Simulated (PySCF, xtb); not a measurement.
ammonia (H3N), SMILES N.

GFN2-xTB (xtb) at its own geometry gives an orbital gap of 12.23 eV and a dipole moment of 1.78 D.

The structure is a stationary point at PBE-D3(BJ)/def2-TZVPD.

Task: What does PySCF with M06-2X/def2-TZVPD give? (The exact figures need the calculation; the answer reports its results.)

Result: gap 9.92 eV (levels -9.31 and 0.61 eV), dipole 1.56 D.
